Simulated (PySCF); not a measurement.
# Bond curve of SiS⁺

Set-up: PySCF, no relativity, basis sets Si def2-TZVPPD, S def2-TZVPPD. Energies in eV from Si⁺ + S in their ground configurations at the same level. State: ²Π (doublet), unpaired electrons π ↑.

All columns are PBE0. A positive dipole points towards S; it is taken about the centre of mass and depends on that origin.

```
R (Å)  E (eV)  μ (D)  Mulliken charge on Si (basis-dependent)  HOMO (eV)  LUMO (eV)  Mayer bond order  ⟨S²⟩
1.785  -2.846  -0.90                                     0.71     -14.82     -13.54              1.86  0.75
1.868  -3.549  -1.31                                     0.76     -14.89     -13.13              1.78  0.75
1.951  -3.932  -1.74                                     0.80     -14.94     -12.75              1.71  0.76
2.014  -4.066  -2.07                                     0.82     -14.95     -12.49              1.67  0.76
2.076  -4.102  -2.39                                     0.85     -14.93     -12.24              1.64  0.76
2.138  -4.062  -2.72                                     0.86     -14.66     -12.01              1.61  0.76
2.221  -3.922  -3.14                                     0.88     -14.33     -11.72              1.58  0.76
2.325  -3.652  -3.65                                     0.90     -13.95     -11.41              1.56  0.76
2.450  -3.247  -4.20                                     0.91     -13.54     -11.09              1.53  0.78
2.616  -2.657  -4.72                                     0.91     -13.03     -10.79              1.49  0.85
```

A fit through these points gives, at Re = 2.071 Å, μ = -2.37 D and dμ/dR = -5.23 D/Å; the reduced mass is 14.92 u.

Task: How strong is the fundamental in the double-harmonic approximation, I = 42.26·(dμ/dR)²/μred km/mol?

Result: I = 42.26·(-5.23)²/14.92 = 77.5 km/mol at PBE0.

For an ion De counts to the pair picked by the measured ionisation energies or electron affinities, which need not be the lowest pair at this level. The state is the lowest determinant that a PBE0 search found; another state may lie lower at other levels.
